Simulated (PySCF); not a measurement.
# F, F⁺: ionisation energy in x2c-TZVPall

Aim: the ionisation energy of fluorine from differences of total energies, at each level of theory, and how far each lands from the tabulated value where there is one.

Method: unrestricted determinants in a Gaussian basis, no spin-orbit coupling in the energies. Code: PySCF 2.14.0.

12 further runs of the same task are left out: 6 that didn't finish, 6 set aside as unsound or not needed.

**1. The atom as given**

| Item | Value |
| --- | --- |
| Element | fluorine (Z = 9) |
| Basis | x2c-TZVPall (5s3p2d1f, 31 functions) |
| Hamiltonian | scalar relativity by spin-free X2C-1e |
| State 1 | F: [He] 2s2 2p5, 2P determinant |
| State 2 | F⁺: [He] 2s2 2p4, high-spin 3P determinant |
| Methods | UHF, PBE0, TPSS, MP2, CCSD(T) |
| Core shells frozen in the correlated runs | valence: 1s2 (for F) |

The outer shells:

F [He] 2s2 2p5
```
[He] core
2s [↑↓]
2p [↑↓][↑↓][↑ ]
```

F+ [He] 2s2 2p4
```
[He] core
2s [↑↓]
2p [↑↓][↑ ][↑ ]
```

One driver process ran all states and methods and kept the integrals in memory. Each run is shown as a PySCF script that sums up its settings (the driver passes frozen orbitals as a list and adds second-order terms of double hybrids); the logs are those of the runs themselves. The driver starts from symmetry-adapted Hartree-Fock orbitals, holds the occupation by maximum overlap and uses a logarithmic radial grid for functionals, so a plain start would take other cycles.

It was started by

```sh
OMP_NUM_THREADS=1 python atomrun2.py TASK.json OUT
```

The integrals over 31 functions and the set-up took 0.06 s of CPU time.

**2. F**

#### UHF

The input, input.py:

```python
from pyscf import gto, scf, dft, mp, cc
import basis_set_exchange as bse
mol = gto.M(atom="F 0 0 0", charge=0, spin=1, symmetry="D2h",
            basis=gto.basis.parse(bse.get_basis("x2c-TZVPall", elements=["F"], fmt="nwchem", header=False)),
            nucmod="G")
mf = scf.UHF(mol).sfx2c1e()
mf.irrep_nelec = {'Ag': (2, 2), 'B1u': (1, 1), 'B2u': (1, 1), 'B3u': (1, 0)}
mf.kernel()
```

#### PBE0

Changes to input.py:

```diff
@@ -5,3 +5,3 @@
             nucmod="G")
-mf = scf.UHF(mol).sfx2c1e()
+mf = dft.UKS(mol, xc="PBE0").sfx2c1e()
 mf.irrep_nelec = {'Ag': (2, 2), 'B1u': (1, 1), 'B2u': (1, 1), 'B3u': (1, 0)}
```

#### TPSS

Changes to input.py:

```diff
@@ -5,3 +5,3 @@
             nucmod="G")
-mf = dft.UKS(mol, xc="PBE0").sfx2c1e()
+mf = dft.UKS(mol, xc="TPSS").sfx2c1e()
 mf.irrep_nelec = {'Ag': (2, 2), 'B1u': (1, 1), 'B2u': (1, 1), 'B3u': (1, 0)}
```

#### MP2 (valence)

Changes to input.py:

```diff
@@ -5,4 +5,5 @@
             nucmod="G")
-mf = dft.UKS(mol, xc="TPSS").sfx2c1e()
+mf = scf.UHF(mol).sfx2c1e()
 mf.irrep_nelec = {'Ag': (2, 2), 'B1u': (1, 1), 'B2u': (1, 1), 'B3u': (1, 0)}
 mf.kernel()
+mp.UMP2(mf, frozen=1).kernel()
```

#### CCSD(T) (valence)

Changes to input.py:

```diff
@@ -8,2 +8,3 @@
 mf.kernel()
-mp.UMP2(mf, frozen=1).kernel()
+mycc = cc.CCSD(mf, frozen=1).run()
+mycc.ccsd_t()
```

**3. F⁺**

#### UHF

The input, input.py:

```python
from pyscf import gto, scf, dft, mp, cc
import basis_set_exchange as bse
mol = gto.M(atom="F 0 0 0", charge=1, spin=2, symmetry="D2h",
            basis=gto.basis.parse(bse.get_basis("x2c-TZVPall", elements=["F"], fmt="nwchem", header=False)),
            nucmod="G")
mf = scf.UHF(mol).sfx2c1e()
mf.irrep_nelec = {'Ag': (2, 2), 'B1u': (1, 0), 'B2u': (1, 1), 'B3u': (1, 0)}
mf.kernel()
```

#### PBE0

Changes to input.py:

```diff
@@ -5,3 +5,3 @@
             nucmod="G")
-mf = scf.UHF(mol).sfx2c1e()
+mf = dft.UKS(mol, xc="PBE0").sfx2c1e()
 mf.irrep_nelec = {'Ag': (2, 2), 'B1u': (1, 0), 'B2u': (1, 1), 'B3u': (1, 0)}
```

#### TPSS

Changes to input.py:

```diff
@@ -5,3 +5,3 @@
             nucmod="G")
-mf = dft.UKS(mol, xc="PBE0").sfx2c1e()
+mf = dft.UKS(mol, xc="TPSS").sfx2c1e()
 mf.irrep_nelec = {'Ag': (2, 2), 'B1u': (1, 0), 'B2u': (1, 1), 'B3u': (1, 0)}
```

#### MP2 (valence)

Changes to input.py:

```diff
@@ -5,4 +5,5 @@
             nucmod="G")
-mf = dft.UKS(mol, xc="TPSS").sfx2c1e()
+mf = scf.UHF(mol).sfx2c1e()
 mf.irrep_nelec = {'Ag': (2, 2), 'B1u': (1, 0), 'B2u': (1, 1), 'B3u': (1, 0)}
 mf.kernel()
+mp.UMP2(mf, frozen=1).kernel()
```

#### CCSD(T) (valence)

Changes to input.py:

```diff
@@ -8,2 +8,3 @@
 mf.kernel()
-mp.UMP2(mf, frozen=1).kernel()
+mycc = cc.CCSD(mf, frozen=1).run()
+mycc.ccsd_t()
```

Before running it: what results should come out?

The runs gave:

| quantity | value |
| --- | --- |
| ionisation energy, F | UHF 15.641, CCSD(T) (valence) 17.135 eV; reference 17.427 |

Accuracy against cost (mean over 1 difference):

```
           method  mean absolute miss against the measured value (with the measured fine structure taken into account where it is known) (eV)  CPU time, both states (s)
              UHF                                                                                                                       1.786                       0.33
             PBE0                                                                                                                       0.017                        0.3
             TPSS                                                                                                                       0.044                       0.63
    MP2 (valence)                                                                                                                       0.232                       0.35
SCS-MP2 (valence)                                                                                                                       0.247                       0.35
   CCSD (valence)                                                                                                                       0.334                           
CCSD(T) (valence)                                                                                                                       0.292                        1.2
```

**Reading.** Against experiment PBE0 comes closest (off by 0.02 eV) and UHF is farthest (1.79 eV). Hartree-Fock falls short because the species with more electrons holds more correlation energy, which it lacks. All values hold for this basis alone; no basis-set limit was taken. The dearest level timed, CCSD(T) (valence), costs 3.9 times the cheapest, PBE0, and differs from the measured value (with the measured fine structure taken into account where it is known) by 0.29 against 0.02 eV.
